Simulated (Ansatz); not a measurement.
## BH2ClO (SMILES OBCl): the energy to break a bond

BH2ClO has 5 atoms, charge 0, and is taken as a singlet. SMILES: `OBCl`. The shape was relaxed beforehand at B3LYP/def2-SVP. This is one conformer, not always the lowest.

```
atom    x (Å)    y (Å)    z (Å)
   O  -0.8622  -0.6203  -0.0035
   B   0.3798  -0.1359   0.1371
  Cl   0.7927   1.5090  -0.3995
   H  -1.4861  -0.0013  -0.4096
   H   1.2257  -0.8252   0.6341
```

Wanted: the dissociation energy of the H4–O1 bond into doublet H and doublet BHClO (shapes relaxed at B3LYP/def2-SVP, no zero-point term). 1 Eh = 2625.50 kJ/mol = 27.2114 eV. Totals in Eh; open shells run unrestricted unless said.

```
            level  program       BH2ClO  doublet H  doublet BHClO
   PBE/def2-TZVPP   Ansatz  -561.312190  -0.499616    -560.634612
r2SCAN/def2-TZVPP   Ansatz  -561.538987  -0.499927    -560.859977
 B3LYP/def2-TZVPP   Ansatz  -561.646043  -0.502154    -560.962283
```

Question: Work out the dissociation energy at each level.

Answer: 
1. PBE/def2-TZVPP: (-0.499616) + (-560.634612) − (-561.312190) = 0.177962 Eh = 467.2 kJ/mol = 4.84 eV.
2. r2SCAN/def2-TZVPP: (-0.499927) + (-560.859977) − (-561.538987) = 0.179083 Eh = 470.2 kJ/mol = 4.87 eV.
3. B3LYP/def2-TZVPP: (-0.502154) + (-560.962283) − (-561.646043) = 0.181606 Eh = 476.8 kJ/mol = 4.94 eV.

The levels span 467 to 477 kJ/mol; no measured value is set beside them. A bond enthalpy at 298 K also holds the loss of zero-point energy and thermal terms.
